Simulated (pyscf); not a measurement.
`[CH3]` [doublet] + `[CH3][AlH][CH3]` → `[CH4]` + `[CH2][AlH][CH3]` [doublet], a hydrogen abstraction (doublet surface; C–H broken, C–H formed). PySCF, gas phase, ωB97X-D3(BJ)/def2-SVP geometries. Energies in kcal/mol from the separated reactants.

Small-basis levels: PySCF, no dispersion term, spherical d functions. AM1 to PM7: differences of heats of formation from MOPAC, which are fitted to 298 K values and so differ in kind from electronic energies by zero-point and thermal terms. GFN2-xTB: tblite. Open shells are spin-unrestricted. 

```
level                   barrier  reaction energy
----------------------  -------  ---------------
HF/6-31G*                  25.6             -9.5
MP2/6-31G*                 16.5             -9.0
BP86/6-31G*                 4.9            -10.0
PBE/6-31G*                  3.8             -9.8
B3LYP/3-21G                 6.5             -9.6
B3LYP/LANL2DZ              10.4             -8.6
B3LYP/6-31G*                9.2            -10.3
B3LYP/6-311+G**            10.8             -8.6
GFN2-xTB                   -1.4            -11.7
AM1                        12.7             -2.8
PM3                        11.5             -3.5
PM6                        18.5             +1.8
ωB97M-D3(BJ)/def2-TZVP     12.3             -8.2
```

Against the last row the barrier runs from -13.7 (GFN2-xTB) to +13.2 kcal/mol (HF/6-31G*). At GFN2-xTB this geometry lies under one side, so the entry may be no barrier of that level: it is a single point on another level's saddle. ωB97M-D3(BJ)/def2-TZVP has limits of its own. On the reactant side the descent ends in a bound adduct (not fully relaxed), 8.9 kcal/mol under the separated species and 20.1 kcal/mol under the saddle at ωB97X-D3(BJ)/def2-TZVP. The same reactants have a lower exit, to CH₄ + [H₃C–Al–CH₃]• (barrier +1.1 kcal/mol at ωB97M-D3(BJ)/def2-TZVP, against +12.3 kcal/mol here). •H₂C–AlH–CH₃ lies 14.3 kcal/mol over its isomer [H₃C–Al–CH₃]• (electronic energy, ωB97M-D3(BJ)/def2-TZVP). This is the saddle that the search found; another between the same sides may lie lower. The angle at the transferred H is 174°.
